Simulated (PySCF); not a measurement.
Bonds broken one at a time in the series Al F-NH2. All species are isolated molecules in the gas phase. Strings in code marks are SMILES.

Computed with TPSSh-D3(BJ)/def2-TZVP // CAM-B3LYP-D3(BJ)/def2-TZVP (PySCF). All candidates: neutral, multiplicity 2. 

| Quantity | Value |
|---|---|
| dipole moment | 2.20 D |
| highest occupied spin orbital | -5.63 eV |

Q: Name which member has these values.
(A) `[NH2]`
(B) `[NH2][Al][F]`
(C) `[F][Al][F]`

A: B, `[NH2][Al][F]`. The others give `[F][Al][F]`: 1.70 D, -6.45 eV; `[NH2]`: 1.92 D, -7.81 eV
